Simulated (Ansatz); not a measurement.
# HF/STO-3G run of SCl2O2 (sulfuryl chloride)

Aim: the vertical ionisation energy of SCl2O2 (sulfuryl chloride) at HF/STO-3G, from 2 runs. 

Program for the calculation: Ansatz 0.2.0.

45 further runs of the same task are left out: 2 that didn't finish, 43 set aside as unsound or not needed.

### Step 1. The molecule

SCl2O2: 5 atoms, total charge 0, spin state singlet. As SMILES, `O=S(=O)(Cl)Cl`. The shape is that of a PBE0-D4/def2-TZVP optimisation.

Bond lengths: O1–S2 1.415 Å, S2–O3 1.416 Å, S2–Cl4 2.013 Å, S2–Cl5 2.013 Å. Angles: O1–S2–O3 123.0°, O1–S2–Cl4 107.8°, O1–S2–Cl5 107.8°, O3–S2–Cl4 107.8°, O3–S2–Cl5 107.8°, Cl4–S2–Cl5 100.5°.

### Step 2. The energy at HF/STO-3G

Input file job.yaml:

```yaml
basis:
  gaussian:
    orbitals: STO-3G
crystal:
  periodic: [false, false, false]
  atoms:
    - {symbol: O, position_ang: [0.866100, 0.300300, -1.246600]}
    - {symbol: S, position_ang: [-0.068500, 0.126800, -0.197800]}
    - {symbol: O, position_ang: [-1.381700, 0.653700, -0.241000]}
    - {symbol: Cl, position_ang: [-0.209600, -1.845200, 0.179900]}
    - {symbol: Cl, position_ang: [0.793700, 0.764400, 1.505600]}
accuracy: high
output: {orbitals: {seedname: orbitals}}
magnetization:
  spin_polarized: false
  initial_magnetization: 0
hamiltonian:
  xc: hf
```

On the command line:

```bash
ansatz run job.yaml --threads 1 --pin off --max-ram 3480MiB --events-out events.jsonl --progress --plain --runs-dir runs
```

Output:

```text
Warning: RAYON_NUM_THREADS=1 ignored (pool sized by the plan → 1); use --threads N
Functional definition: HF
  name "HF"
  exchange = exact_x
  correlation = 0
755 factors; integrals over basis functions are off by at most 3.6e-9 eV
mean field evaluation 1: about -39436.3361 eV, gradient 5.3e1 eV
mean field evaluation 2: about -39436.4851 eV, gradient 5.3e1 eV
mean field evaluation 4: about -39446.0491 eV, gradient 3.7e0 eV
mean field evaluation 8: about -39446.1109 eV, gradient 6.8e-2 eV
mean field -39446.11093139 eV, -1449.6178391941 hartree, gradient 2.5e-8 eV, S^2 0.000000; 0 other end points of the search recorded, 0 dependent functions left out
reference -39446.11093139 eV, -1449.6178391941 hartree; 33, 33 occupied and 4, 4 virtual orbitals, 755 factors
Total energy: -39446.11093139 eV, -1449.6178391941 hartree
```

It took 0.64 s on 1 thread of Intel Xeon Platinum 8259CL at 2.50GHz (Skylake/Cascade Lake), shared host; peak memory 0.11 GiB.

### Step 3. The doublet cation at the same level

Edit job.yaml of step 2 so:

```diff
@@ -1,4 +1,3 @@
 basis:
-  gaussian:
-    orbitals: STO-3G
+  gaussian: {orbitals: STO-3G}
 crystal:
@@ -11,8 +10,6 @@
     - {symbol: Cl, position_ang: [0.793700, 0.764400, 1.505600]}
+total_charge: 1
+magnetization: {spin_polarized: true, initial_magnetization: 1}
+hamiltonian: {xc: hf}
 accuracy: high
 output: {orbitals: {seedname: orbitals}}
-magnetization:
-  spin_polarized: false
-  initial_magnetization: 0
-hamiltonian:
-  xc: hf
```

On the command line:

```bash
ansatz run job.yaml --threads 1 --pin off --max-ram 3480MiB --events-out events.jsonl --progress --plain --runs-dir runs
```

Output, cut to the lines that bear on the results:

```text
Warning: RAYON_NUM_THREADS=1 ignored (pool sized by the plan → 1); use --threads N
[... 2 set-up lines as earlier in the session ...]
[...]
755 factors; integrals over basis functions are off by at most 3.6e-9 eV
[...]
mean field -39438.31809730 eV, -1449.3314578237 hartree, gradient 2.3e-8 eV, S^2 1.276795; 5 other end points of the search recorded, 0 dependent functions left out
reference -39438.31809730 eV, -1449.3314578237 hartree; 33, 32 occupied and 4, 5 virtual orbitals, 755 factors
Total energy: -39438.31809730 eV, -1449.3314578237 hartree
```

Run time: 14 s. Hardware: 1 thread of Intel Xeon Platinum 8259CL at 2.50GHz (Skylake/Cascade Lake), shared host; peak memory 0.15 GiB.

### Step 4. Results

Level: HF/STO-3G.

| quantity | value |
| --- | --- |
| singlet SCl2O2: total energy | -1449.61784 Eh |
| singlet SCl2O2: HOMO energy | -10.73 eV |
| singlet SCl2O2: LUMO energy | 2.99 eV |
| singlet SCl2O2: HOMO–LUMO gap | 13.72 eV |
| doublet cation: total energy | -1449.33146 Eh |
| doublet cation: HOMO energy (highest over α and β) | -15.35 eV |
| doublet cation: LUMO energy (lowest over α and β) | -4.94 eV |
| doublet cation: ⟨S²⟩ | 1.277 |
| vertical ionisation energy (to the doublet cation) | 7.793 eV |

In words: The vertical ionisation energy comes to 7.79 eV (180 kcal/mol). −ε(HOMO) before ionisation, 10.73 eV, is 2.94 eV above this ionisation energy. In a minimal basis such a difference can be off by several eV, whatever the method. ⟨S²⟩ (doublet cation) is 1.28 where a pure doublet has 0.75: the reference is spin-contaminated.
